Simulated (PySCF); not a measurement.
Core binding energy against partial charge

C4H5NO.
Geometry (PBE0-D3(BJ)/def2-SVP, Å), atoms numbered from 1 in this order:
```xyz
11
C4H5NO angstrom
N      2.891   -0.217   -0.220
C      1.810   -0.169    0.188
C      0.432   -0.091    0.685
C     -0.530    0.784   -0.145
C     -1.243   -0.545   -0.416
O     -0.325   -1.262    0.417
H      0.470    0.141    1.765
H     -1.094    1.514    0.449
H     -0.081    1.281   -1.013
H     -2.278   -0.624   -0.046
H     -1.210   -0.895   -1.461
```

Binding energies: delta-SCF UKS SCAN, pcX-2 on the ionised atom, pcseg-1 elsewhere, spin-free X2C in PySCF. Charges: PBE0/pcSseg-1 ground-state density, for the ionised atom.

```csv
atom,environment,C 1s (eV),Mulliken (e),IAO (e),Hirshfeld (e),ESP (e)
C4,four-membered-ring carbon,291.76,-0.274,-0.285,-0.064,-0.522
C2,nitrile carbon,292.40,+0.129,+0.121,+0.077,+0.201
C5,sp3 carbon bound to oxygen,292.82,+0.081,-0.041,+0.015,+0.406
C3,sp3 carbon bound to oxygen,293.81,+0.063,+0.069,+0.072,+0.487
```

Question: How well does each charge scheme correlate with the binding energies over these sites?

Answer: ESP: r = 0.86, slope 1.6 eV per e; Hirshfeld: r = 0.70, slope 9.2 eV per e; IAO: r = 0.65, slope 3.1 eV per e; Mulliken: r = 0.63, slope 2.9 eV per e. ESP charges have the highest r, on only 4 points.

Question: The point-charge model writes a binding energy as kq + V + constant, with V the potential of the other atoms' charges at the site. What does it give with the IAO charges?

Answer: V = Σ 14.40 eV Å × q/r over all other atoms: +4.31 eV at C4, -2.58 eV at C2, +0.08 eV at C5, -1.45 eV at C3. Fitting binding energy − V to q gives k = 19.8 eV per e and leaves an rms residual of 0.49 eV, against 0.57 eV for the fit on q alone. The model has no term for differences in relaxation between sites.

Geometry: PBE0-D3(BJ)/def2-SVP; no solvent, vibrations or thermal averaging.
